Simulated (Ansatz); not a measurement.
Basis-set extrapolation for tetrafluoroethylene (`FC(F)=C(F)F`) (PBE0-D4/def2-TZVP geometry, frozen core, Ansatz). Multiplicity 1, RHF reference.

```tsv
	def2-TZVPP	def2-QZVPP
HF	-473.630423	-473.651070
MP2 correlation	-1.286207	-1.402876
CCSD(T) correlation	-1.337138	not run
```

Energies in hartree. Use E(X) = E(∞) + A·exp(−7.88·√X) for Hartree–Fock and E(X) = E(∞) + B·X^(−2.97) for correlation, with X = 3 and 4, and add CCSD(T) minus MP2 of the smaller set to the MP2 limit.

What is the CCSD(T) energy at the basis-set limit?

HF limit: -473.651070 + (-0.020647) × 0.13774 = -473.65391. MP2 limit: -1.402876 + (-0.116669) × 0.74074 = -1.48930. Higher-order term: -1.337138 − (-1.286207) = -0.05093. Total: -475.19414 hartree, 594.9 kJ/mol below CCSD(T)/def2-TZVPP.
